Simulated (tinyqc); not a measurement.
UKS/PBE0 in the sto-6g basis, for H2O+, spin multiplicity 2, step by step (part 1 of 3). Computed by tinyqc, a small Python program that keeps every step (integrals from PySCF). Settings: charge = 1, multiplicity = 2, basis = sto-6g, energy threshold = 1e-08, iteration cap = 87, orthogonalisation = symmetric, start = core, DIIS depth = 3, damping = 0.5, method = UKS, functional = pbe0, grid = [10, 86]. Command: `OMP_NUM_THREADS=1 python tinyqc.py 24070 24071 out.jsonl` (the two numbers bound the seeds that draw the settings). One thread of a shared host (Intel(R) Xeon(R) Processor @ 2.60GHz), about 4 s of CPU time with the checks. Later iterations appear only in the table of the cycle.

## One-electron integrals

Geometry (angstrom):

| atom | x | y | z |
|---|---|---|---|
| O | 0.000000 | 0.000000 | 0.000000 |
| H | 0.000000 | 0.694000 | 0.552000 |
| H | 0.000000 | -0.694000 | 0.552000 |

Basis sto-6g: exponents (1/bohr^2) and contraction coefficients of normalised primitives:

| element | l (shell) | exponent | coefficient |
|---|---|---|---|
| O | s (1) | 1355.584234 | 0.009164 |
| O | s (1) | 248.544885 | 0.049361 |
| O | s (1) | 69.533902 | 0.168538 |
| O | s (1) | 23.886772 | 0.370563 |
| O | s (1) | 9.275933 | 0.416492 |
| O | s (1) | 3.820341 | 0.130334 |
| O | s (2) | 52.187762 | -0.013253 |
| O | s (2) | 10.329320 | -0.046992 |
| O | s (2) | 3.210345 | -0.033785 |
| O | s (2) | 1.235135 | 0.250242 |
| O | s (2) | 0.536420 | 0.595117 |
| O | s (2) | 0.245881 | 0.240706 |
| O | p (3) | 52.187762 | 0.003760 |
| O | p (3) | 10.329320 | 0.037679 |
| O | p (3) | 3.210345 | 0.173897 |
| O | p (3) | 1.235135 | 0.418036 |
| O | p (3) | 0.536420 | 0.425860 |
| O | p (3) | 0.245881 | 0.101708 |
| H | s (1) | 35.523221 | 0.009164 |
| H | s (1) | 6.513144 | 0.049361 |
| H | s (1) | 1.822143 | 0.168538 |
| H | s (1) | 0.625955 | 0.370563 |
| H | s (1) | 0.243077 | 0.416492 |
| H | s (1) | 0.100112 | 0.130334 |

Overlap, kinetic and nuclear-attraction integrals over the contracted functions; the nuclear repulsion is the sum of Za Zb / Rab.

nuclear repulsion = 9.92932901 hartree

overlap S:
```
           1O 1s     1O 2s    1O 2px     1O 2py    1O 2pz     2H 1s      3H 1s
1O 1s   1.000000  0.231145  0.000000   0.000000  0.000000  0.065114   0.065114
1O 2s   0.231145  1.000000  0.000000   0.000000  0.000000  0.523968   0.523968
1O 2px  0.000000  0.000000  1.000000   0.000000  0.000000  0.000000   0.000000
1O 2py  0.000000  0.000000  0.000000   1.000000  0.000000  0.325511  -0.325511
1O 2pz  0.000000  0.000000  0.000000   0.000000  1.000000  0.258908   0.258908
2H 1s   0.065114  0.523968  0.000000   0.325511  0.258908  1.000000   0.300870
3H 1s   0.065114  0.523968  0.000000  -0.325511  0.258908  0.300870   1.000000
```

kinetic energy T (hartree):
```
            1O 1s      1O 2s    1O 2px     1O 2py    1O 2pz     2H 1s      3H 1s
1O 1s   29.327197  -0.896024  0.000000   0.000000  0.000000  0.000927   0.000927
1O 2s   -0.896024   0.842618  0.000000   0.000000  0.000000  0.165003   0.165003
1O 2px   0.000000   0.000000  2.531309   0.000000  0.000000  0.000000   0.000000
1O 2py   0.000000   0.000000  0.000000   2.531309  0.000000  0.265093  -0.265093
1O 2pz   0.000000   0.000000  0.000000   0.000000  2.531309  0.210852   0.210852
2H 1s    0.000927   0.165003  0.000000   0.265093  0.210852  0.768522   0.021575
3H 1s    0.000927   0.165003  0.000000  -0.265093  0.210852  0.021575   0.768522
```

nuclear attraction V (hartree):
```
             1O 1s       1O 2s      1O 2px      1O 2py      1O 2pz      2H 1s      3H 1s
1O 1s   -62.451825   -6.427155    0.000000    0.000000   -0.023825  -2.078496  -2.078496
1O 2s    -6.427155  -10.169296    0.000000    0.000000   -0.256908  -4.374461  -4.374461
1O 2px    0.000000    0.000000  -10.070551    0.000000    0.000000   0.000000   0.000000
1O 2py    0.000000    0.000000    0.000000  -10.251275    0.000000  -2.438480   2.438480
1O 2pz   -0.023825   -0.256908    0.000000    0.000000  -10.184885  -2.032778  -2.032778
2H 1s    -2.078496   -4.374461    0.000000   -2.438480   -2.032778  -6.162143  -2.021413
3H 1s    -2.078496   -4.374461    0.000000    2.438480   -2.032778  -2.021413  -6.162143
```

core Hamiltonian H = T + V (hartree):
```
             1O 1s      1O 2s     1O 2px     1O 2py     1O 2pz      2H 1s      3H 1s
1O 1s   -33.124628  -7.323179   0.000000   0.000000  -0.023825  -2.077569  -2.077569
1O 2s    -7.323179  -9.326678   0.000000   0.000000  -0.256908  -4.209458  -4.209458
1O 2px    0.000000   0.000000  -7.539242   0.000000   0.000000   0.000000   0.000000
1O 2py    0.000000   0.000000   0.000000  -7.719966   0.000000  -2.173387   2.173387
1O 2pz   -0.023825  -0.256908   0.000000   0.000000  -7.653576  -1.821926  -1.821926
2H 1s    -2.077569  -4.209458   0.000000  -2.173387  -1.821926  -5.393621  -1.999838
3H 1s    -2.077569  -4.209458   0.000000   2.173387  -1.821926  -1.999838  -5.393621
```

## Two-electron integrals

Functions are numbered as in S; the eight-fold symmetry (ij|kl) = (ji|kl) = (kl|ij) leaves the list below.

Two-electron integrals (ij|kl) in chemists' order, unique and non-zero (hartree):
```
(11|11) 4.787491    (21|11) 0.675884    (21|21) 0.121505    (22|11) 1.117379
(22|21) 0.249212    (22|22) 0.817383    (31|31) 0.025762    (32|31) 0.039145
(32|32) 0.180664    (33|11) 1.117381    (33|21) 0.249212    (33|22) 0.817382
(33|33) 0.880663    (41|41) 0.025762    (42|41) 0.039145    (42|42) 0.180664
(43|43) 0.047461    (44|11) 1.117381    (44|21) 0.249212    (44|22) 0.817382
(44|33) 0.785741    (44|44) 0.880663    (51|51) 0.025762    (52|51) 0.039145
(52|52) 0.180664    (53|53) 0.047461    (54|54) 0.047461    (55|11) 1.117381
(55|21) 0.249212    (55|22) 0.817382    (55|33) 0.785741    (55|44) 0.785741
(55|55) 0.880663    (61|11) 0.203615    (61|21) 0.035053    (61|22) 0.070216
(61|33) 0.070061    (61|41) 0.001333    (61|42) 0.002591    (61|44) 0.070346
(61|51) 0.001060    (61|52) 0.002061    (61|54) 0.000226    (61|55) 0.070241
(61|61) 0.010309    (62|11) 0.454482    (62|21) 0.102584    (62|22) 0.367596
(62|33) 0.361823    (62|41) 0.006344    (62|42) 0.044962    (62|44) 0.372431
(62|51) 0.005046    (62|52) 0.035762    (62|54) 0.008438    (62|55) 0.368534
(62|61) 0.029680    (62|62) 0.198280    (63|31) 0.011907    (63|32) 0.065265
(63|43) 0.009473    (63|53) 0.007535    (63|63) 0.029502    (64|11) 0.241720
(64|21) 0.055378    (64|22) 0.211629    (64|33) 0.201874    (64|41) 0.015004
(64|42) 0.090320    (64|44) 0.227140    (64|51) 0.002463    (64|52) 0.019928
(64|54) 0.012561    (64|55) 0.205872    (64|61) 0.016837    (64|62) 0.138865
(64|64) 0.125970    (65|11) 0.192262    (65|21) 0.044047    (65|22) 0.168327
(65|33) 0.160568    (65|41) 0.002463    (65|42) 0.019928    (65|44) 0.165595
(65|51) 0.013866    (65|52) 0.081116    (65|54) 0.013471    (65|55) 0.178818
(65|61) 0.013392    (65|62) 0.110452    (65|64) 0.076730    (65|65) 0.090532
(66|11) 0.566930    (66|21) 0.130291    (66|22) 0.529115    (66|33) 0.507743
(66|41) 0.011348    (66|42) 0.106373    (66|44) 0.547014    (66|51) 0.009026
(66|52) 0.084608    (66|54) 0.031236    (66|55) 0.532587    (66|61) 0.038182
(66|62) 0.346388    (66|64) 0.277740    (66|65) 0.220911    (66|66) 0.774999
(71|11) 0.203615    (71|21) 0.035053    (71|22) 0.070216    (71|33) 0.070061
(71|41) -0.001333   (71|42) -0.002591   (71|44) 0.070346    (71|51) 0.001060
(71|52) 0.002061    (71|54) -0.000226   (71|55) 0.070241    (71|61) 0.010159
(71|62) 0.028725    (71|64) 0.014691    (71|65) 0.012945    (71|66) 0.036359
(71|71) 0.010309    (72|11) 0.454482    (72|21) 0.102584    (72|22) 0.367596
(72|33) 0.361823    (72|41) -0.006344   (72|42) -0.044962   (72|44) 0.372431
(72|51) 0.005046    (72|52) 0.035762    (72|54) -0.008438   (72|55) 0.368534
(72|61) 0.028725    (72|62) 0.165256    (72|64) 0.078780    (72|65) 0.089537
(72|66) 0.242563    (72|71) 0.029680    (72|72) 0.198280    (73|31) 0.011907
(73|32) 0.065265    (73|43) -0.009473   (73|53) 0.007535    (73|63) 0.023953
(73|73) 0.029502    (74|11) -0.241720   (74|21) -0.055378   (74|22) -0.211629
(74|33) -0.201874   (74|41) 0.015004    (74|42) 0.090320    (74|44) -0.227140
(74|51) -0.002463   (74|52) -0.019928   (74|54) 0.012561    (74|55) -0.205872
(74|61) -0.014691   (74|62) -0.078780   (74|64) -0.013736   (74|65) -0.041602
(74|66) -0.099315   (74|71) -0.016837   (74|72) -0.138865   (74|74) 0.125970
(75|11) 0.192262    (75|21) 0.044047    (75|22) 0.168327    (75|33) 0.160568
(75|41) -0.002463   (75|42) -0.019928   (75|44) 0.165595    (75|51) 0.013866
(75|52) 0.081116    (75|54) -0.013471   (75|55) 0.178818    (75|61) 0.012945
(75|62) 0.089537    (75|64) 0.041602    (75|65) 0.071778    (75|66) 0.144987
(75|71) 0.013392    (75|72) 0.110452    (75|74) -0.076730   (75|75) 0.090532
(76|11) 0.200676    (76|21) 0.045702    (76|22) 0.175952    (76|33) 0.172047
(76|44) 0.175375    (76|51) 0.003633    (76|52) 0.029857    (76|55) 0.180435
(76|61) 0.013092    (76|62) 0.093808    (76|64) 0.056216    (76|65) 0.058761
(76|66) 0.166582    (76|71) 0.013092    (76|72) 0.093808    (76|74) -0.056216
(76|75) 0.058761    (76|76) 0.052694    (77|11) 0.566930    (77|21) 0.130291
(77|22) 0.529115    (77|33) 0.507743    (77|41) -0.011348   (77|42) -0.106373
(77|44) 0.547014    (77|51) 0.009026    (77|52) 0.084608    (77|54) -0.031236
(77|55) 0.532587    (77|61) 0.036359    (77|62) 0.242563    (77|64) 0.099315
(77|65) 0.144987    (77|66) 0.370334    (77|71) 0.038182    (77|72) 0.346388
(77|74) -0.277740   (77|75) 0.220911    (77|76) 0.166582    (77|77) 0.774999
```

## Orthogonalisation

S = U s U^T; symmetric (Loewdin) form X = U s^(-1/2) U^T, so that X^T S X = 1.

eigenvalues of S: 0.295265  0.365267  0.887041  1.000000  1.087246  1.333863  2.031318

X:
```
            1O 1s      1O 2s    1O 2px     1O 2py     1O 2pz      2H 1s      3H 1s
1O 1s    1.023068  -0.142215  0.000000   0.000000  -0.010936   0.021034   0.021034
1O 2s   -0.142215   1.312929  0.000000   0.000000   0.141869  -0.345217  -0.345217
1O 2px   0.000000   0.000000  1.000000   0.000000   0.000000   0.000000   0.000000
1O 2py   0.000000   0.000000  0.000000   1.137727   0.000000  -0.265072   0.265072
1O 2pz  -0.010936   0.141869  0.000000   0.000000   1.068915  -0.168169  -0.168169
2H 1s    0.021034  -0.345217  0.000000  -0.265072  -0.168169   1.270292  -0.112442
3H 1s    0.021034  -0.345217  0.000000   0.265072  -0.168169  -0.112442   1.270292
```

## Starting guess

The start is the orbitals of the core Hamiltonian; D(s) = C_occ C_occ^T for each spin.

D(alpha) at the start:
```
            1O 1s      1O 2s    1O 2px     1O 2py     1O 2pz      2H 1s      3H 1s
1O 1s    1.065291  -0.311080  0.000000   0.000000  -0.034128   0.052096   0.052096
1O 2s   -0.311080   1.471309  0.000000   0.000000   0.227150  -0.241505  -0.241505
1O 2px   0.000000   0.000000  1.000000   0.000000   0.000000   0.000000   0.000000
1O 2py   0.000000   0.000000  0.000000   1.237267   0.000000  -0.226921   0.226921
1O 2pz  -0.034128   0.227150  0.000000   0.000000   1.121155  -0.149185  -0.149185
2H 1s    0.052096  -0.241505  0.000000  -0.226921  -0.149185   0.092795   0.009558
3H 1s    0.052096  -0.241505  0.000000   0.226921  -0.149185   0.009558   0.092795
```

D(beta) at the start:
```
            1O 1s      1O 2s    1O 2px     1O 2py     1O 2pz      2H 1s      3H 1s
1O 1s    1.065291  -0.311080  0.000000   0.000000  -0.034128   0.052096   0.052096
1O 2s   -0.311080   1.471309  0.000000   0.000000   0.227150  -0.241505  -0.241505
1O 2px   0.000000   0.000000  0.000000   0.000000   0.000000   0.000000   0.000000
1O 2py   0.000000   0.000000  0.000000   1.237267   0.000000  -0.226921   0.226921
1O 2pz  -0.034128   0.227150  0.000000   0.000000   1.121155  -0.149185  -0.149185
2H 1s    0.052096  -0.241505  0.000000  -0.226921  -0.149185   0.092795   0.009558
3H 1s    0.052096  -0.241505  0.000000   0.226921  -0.149185   0.009558   0.092795
```

## Iteration 1: exchange-correlation on the grid

Becke grid with 10 radial and 86 angular points per atom, points of zero weight dropped. rho = sum D_ij phi_i phi_j; V_xc,ij = sum w v_xc phi_i phi_j plus the gradient terms; v_xc is d(rho eps)/d rho(s) for spin s at fixed gradient. Exact exchange is left to K.

The 12 grid points with the largest w rho, of 2574 (bohr, atomic units):

| x | y | z | w | rho(alpha) | rho(beta) | eps_xc | v_xc(alpha) |
|---|---|---|---|---|---|---|---|
| 0.225117 | -0.826763 | -0.826763 | 0.134817 | 0.174337 | 0.169960 | -0.455198 | -0.566517 |
| 0.225117 | 0.826763 | -0.826763 | 0.134817 | 0.174337 | 0.169960 | -0.455198 | -0.566517 |
| -0.225117 | 0.826763 | -0.826763 | 0.134817 | 0.174337 | 0.169960 | -0.455198 | -0.566517 |
| -0.225117 | -0.826763 | -0.826763 | 0.134817 | 0.174337 | 0.169960 | -0.455198 | -0.566517 |
| 0.000000 | 0.445609 | -1.104167 | 0.134745 | 0.168582 | 0.168582 | -0.452059 | -0.561429 |
| 0.000000 | -0.445609 | -1.104167 | 0.134745 | 0.168582 | 0.168582 | -0.452059 | -0.561429 |
| 0.000000 | 0.000000 | -1.190694 | 0.131695 | 0.165815 | 0.165815 | -0.449802 | -0.558487 |
| 0.000000 | 1.104167 | -0.445609 | 0.123495 | 0.176167 | 0.176167 | -0.459101 | -0.566813 |
| 0.000000 | -1.104167 | -0.445609 | 0.123495 | 0.176167 | 0.176167 | -0.459101 | -0.566813 |
| 0.445609 | 0.000000 | -1.104167 | 0.134755 | 0.165612 | 0.148461 | -0.443168 | -0.555835 |
| -0.445609 | 0.000000 | -1.104167 | 0.134755 | 0.165612 | 0.148461 | -0.443168 | -0.555835 |
| 0.687448 | -0.687448 | -0.687448 | 0.135703 | 0.171712 | 0.130895 | -0.440122 | -0.558415 |

electrons on the grid, sum of w rho = 8.979584

E_xc = sum of w rho eps_xc = -7.26505885 hartree

V_xc(alpha) (hartree):
```
            1O 1s      1O 2s     1O 2px     1O 2py     1O 2pz      2H 1s      3H 1s
1O 1s   -2.357345  -0.290175   0.000000   0.000000  -0.001772  -0.091113  -0.091113
1O 2s   -0.290175  -0.637288   0.000000   0.000000   0.002974  -0.252466  -0.252466
1O 2px   0.000000   0.000000  -0.640282   0.000000   0.000000   0.000000   0.000000
1O 2py   0.000000   0.000000   0.000000  -0.633956   0.000000  -0.130793   0.130793
1O 2pz  -0.001772   0.002974   0.000000   0.000000  -0.636634  -0.102744  -0.102744
2H 1s   -0.091113  -0.252466   0.000000  -0.130793  -0.102744  -0.256196  -0.102576
3H 1s   -0.091113  -0.252466   0.000000   0.130793  -0.102744  -0.102576  -0.256196
```

V_xc(beta) (hartree):
```
            1O 1s      1O 2s     1O 2px     1O 2py     1O 2pz      2H 1s      3H 1s
1O 1s   -2.343791  -0.282247   0.000000   0.000000  -0.001822  -0.089146  -0.089146
1O 2s   -0.282247  -0.592691   0.000000   0.000000   0.002736  -0.237136  -0.237136
1O 2px   0.000000   0.000000  -0.544975   0.000000   0.000000   0.000000   0.000000
1O 2py   0.000000   0.000000   0.000000  -0.614724   0.000000  -0.126500   0.126500
1O 2pz  -0.001822   0.002736   0.000000   0.000000  -0.617473  -0.099281  -0.099281
2H 1s   -0.089146  -0.237136   0.000000  -0.126500  -0.099281  -0.244741  -0.096625
3H 1s   -0.089146  -0.237136   0.000000   0.126500  -0.099281  -0.096625  -0.244741
```

## Iteration 1: building the Kohn-Sham matrix

J_ij = sum D_kl (ij|kl) with D = D(alpha) + D(beta), K_ij = sum D_kl (ik|jl) for each spin; F = H + J - 0.25 K(s) + V_xc; E = tr D H + tr D J / 2 - 0.125 sum_s tr D(s) K(s) + E_xc + E_nn.

Coulomb J (hartree):
```
            1O 1s      1O 2s    1O 2px     1O 2py     1O 2pz     2H 1s      3H 1s
1O 1s   17.791663   3.160302  0.000000   0.000000   0.005212  0.918031   0.918031
1O 2s    3.160302   8.085760  0.000000   0.000000  -0.009869  3.520930   3.520930
1O 2px   0.000000   0.000000  8.029771   0.000000   0.000000  0.000000   0.000000
1O 2py   0.000000   0.000000  0.000000   8.112198   0.000000  1.983205  -1.983205
1O 2pz   0.005212  -0.009869  0.000000   0.000000   8.115307  1.571441   1.571441
2H 1s    0.918031   3.520930  0.000000   1.983205   1.571441  4.838900   1.641571
3H 1s    0.918031   3.520930  0.000000  -1.983205   1.571441  1.641571   4.838900
```

exchange K(alpha) (hartree):
```
           1O 1s      1O 2s    1O 2px     1O 2py     1O 2pz     2H 1s      3H 1s
1O 1s   4.953689   0.800178  0.000000   0.000000   0.000777  0.246927   0.246927
1O 2s   0.800178   1.427835  0.000000   0.000000  -0.001423  0.550695   0.550695
1O 2px  0.000000   0.000000  1.193771   0.000000   0.000000  0.000000   0.000000
1O 2py  0.000000   0.000000  0.000000   1.184515   0.000000  0.231467  -0.231467
1O 2pz  0.000777  -0.001423  0.000000   0.000000   1.186214  0.182707   0.182707
2H 1s   0.246927   0.550695  0.000000   0.231467   0.182707  0.309103   0.199728
3H 1s   0.246927   0.550695  0.000000  -0.231467   0.182707  0.199728   0.309103
```

exchange K(beta) (hartree):
```
           1O 1s      1O 2s    1O 2px     1O 2py     1O 2pz     2H 1s      3H 1s
1O 1s   4.927926   0.761033  0.000000   0.000000   0.000777  0.235020   0.235020
1O 2s   0.761033   1.247171  0.000000   0.000000  -0.001423  0.485430   0.485430
1O 2px  0.000000   0.000000  0.313108   0.000000   0.000000  0.000000   0.000000
1O 2py  0.000000   0.000000  0.000000   1.137054   0.000000  0.221994  -0.221994
1O 2pz  0.000777  -0.001423  0.000000   0.000000   1.138753  0.175172   0.175172
2H 1s   0.235020   0.485430  0.000000   0.221994   0.175172  0.279601   0.175775
3H 1s   0.235020   0.485430  0.000000  -0.221994   0.175172  0.175775   0.279601
```

F(alpha) (hartree):
```
             1O 1s      1O 2s     1O 2px     1O 2py     1O 2pz      2H 1s      3H 1s
1O 1s   -18.928731  -4.653096   0.000000   0.000000  -0.020579  -1.312383  -1.312383
1O 2s    -4.653096  -2.235166   0.000000   0.000000  -0.263448  -1.078668  -1.078668
1O 2px    0.000000   0.000000  -0.448195   0.000000   0.000000   0.000000   0.000000
1O 2py    0.000000   0.000000   0.000000  -0.537853   0.000000  -0.378842   0.378842
1O 2pz   -0.020579  -0.263448   0.000000   0.000000  -0.471457  -0.398905  -0.398905
2H 1s    -1.312383  -1.078668   0.000000  -0.378842  -0.398905  -0.888193  -0.510775
3H 1s    -1.312383  -1.078668   0.000000   0.378842  -0.398905  -0.510775  -0.888193
```

F(beta) (hartree):
```
             1O 1s      1O 2s     1O 2px     1O 2py     1O 2pz      2H 1s      3H 1s
1O 1s   -18.908737  -4.635383   0.000000   0.000000  -0.020629  -1.307439  -1.307439
1O 2s    -4.635383  -2.145402   0.000000   0.000000  -0.263686  -1.047022  -1.047022
1O 2px    0.000000   0.000000  -0.132723   0.000000   0.000000   0.000000   0.000000
1O 2py    0.000000   0.000000   0.000000  -0.506755   0.000000  -0.372180   0.372180
1O 2pz   -0.020629  -0.263686   0.000000   0.000000  -0.440431  -0.393558  -0.393558
2H 1s    -1.307439  -1.047022   0.000000  -0.372180  -0.393558  -0.869363  -0.498836
3H 1s    -1.307439  -1.047022   0.000000   0.372180  -0.393558  -0.498836  -0.869363
```

total energy of this density = -74.30229900 hartree

This density is the starting one.
